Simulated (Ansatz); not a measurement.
`C=C(C=O)CCl` + H₂ → `C=CCCl` + `C=O` at 298.15 K and 1 bar (hydrogenolysis of a C–C bond).

Gas-phase electronic energies from Ansatz, PBE0-D4/def2-TZVP geometries. CBS: MP2 limit from def2 TZ/QZ plus the TZ coupled-cluster correction, frozen cores. This one scheme is used for every species. One conformer a species, not always the lowest.

```csv
species,CCSD(T)/CBS energy (Eh),H − E (kJ/mol),S (J/(mol·K))
`C=C(C=O)CCl`,-690.13609,233.4,341.1
H₂,-1.17544,35.1,130.4
`C=CCCl`,-576.92074,203.2,297.1
`C=O`,-114.39408,80.1,218.6
```

H − E and S are ideal-gas, rigid-rotor, harmonic terms from PBE0-D4/def2-TZVP, for one conformer and one mirror image of each species. For small species the MP2-based limit differs from directly extrapolated CCSD(T) by up to some mEh (0.8 for H₂); such offsets cancel only in part. 1 Eh = 2625.50 kJ/mol, R = 8.31446 J/(mol·K).

Problem. By hand: ΔE, ΔH, ΔS and ΔG.

Solution. ΔE = (-576.92074) + (-114.39408) − (-690.13609) − (-1.17544) = -0.00329 Eh = -8.6 kJ/mol. Δ(H − E) = 203.2 + 80.1 − 233.4 − 35.1 = 14.8, so ΔH = 6.2 kJ/mol. ΔS = 297.1 + 218.6 − 341.1 − 130.4 = 44.2 J/(mol·K). ΔG = 6.2 − 298.15 × (44.2)/1000 = -7.0 kJ/mol.

Problem. By hand: the equilibrium constant, and the temperature at which ΔG would vanish if ΔH and ΔS stayed fixed.

Solution. log₁₀ K = −ΔG/(RT ln 10) = 1.2. ΔG = 0 at ΔH/ΔS = 140 K, though so small a ΔH makes that figure unsure.

TΔS isn't small against ΔH here. A doubt of 5 kJ/mol in ΔE shifts log₁₀ K by 0.9 here. Other conformers and mirror images would add mixing entropy, several J/(mol·K) or more a flexible species. These are equilibria of isolated gas molecules and say nothing of rates. Largest T1 diagnostic: 0.015 (customary marks: 0.02 for closed shells, 0.045 for open ones).
